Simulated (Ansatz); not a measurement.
# [Cl···H···NH], triplet: transfer scan

Starting geometry:

```csv
atom,x (Å),y (Å),z (Å)
Cl,-0.8041,0.0197,0.0000
H,0.4747,0.0197,0.0000
N,1.8489,0.0197,0.0000
H,2.1179,-0.9846,0.0000
```

From there H2 is moved from one fragment to the other while all else, the fragments' distance too, stays fixed; atoms are numbered as listed. Energies are in kcal/mol, counted from the starting geometry at the same level. Kohn–Sham curves are unrestricted where that lies lower.

Basis cc-pVTZ; Ansatz 0.2.0. Correlated methods freeze the noble-gas cores. Prefix R: restricted or restricted open-shell reference; prefix U: unrestricted.

Full CI isn't at hand for all of this; UCCSDT(Q) serves as the reference, and is uncertain by about the last step of the cluster series.

| distance Cl1-H2 (Å) | B3LYP |
| --- | --- |
| 1.279 | 0.0 |
| 1.327 | -1.3 |
| 1.422 | -2.4 |
| 1.518 | -2.7 |
| 1.613 | -1.4 |

Problem. Estimate the UCCSDT(Q) curve in cc-pVTZ from this one, knowing how B3LYP errs.

Solution. The computed UCCSDT(Q) values, in kcal/mol from the starting point, and the error of B3LYP against them:
```csv
distance Cl1-H2 (Å),UCCSDT(Q),B3LYP less UCCSDT(Q)
1.279,0.0,0.0
1.327,-0.2,-1.1
1.422,0.8,-3.2
1.518,2.2,-4.8
1.613,4.0,-5.3
```

The error spans 5.3 kcal/mol and is largest, -5.3 kcal/mol, at 1.613 Å.
